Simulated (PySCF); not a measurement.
Cartesian coordinates (Å):
```xyz
5

C      0.7674    -0.4042     0.0008
C     -0.4755     0.0038    -0.0096
H      1.7677     0.0196     0.0370
H     -0.7392     1.0729     0.0245
H     -1.3205    -0.6922    -0.0527
```
Charge 0, spin multiplicity 2.

### Question
Predict the total energy, highest occupied spin orbital and dipole moment from PBE-D3(BJ)/def2-TZVP (PySCF).

### Answer

```json
{
 "total_energy": "-77.8217 Ha",
 "highest_occupied_spin_orbital": "-5.44 eV",
 "dipole_moment": "0.72 D"
}
```
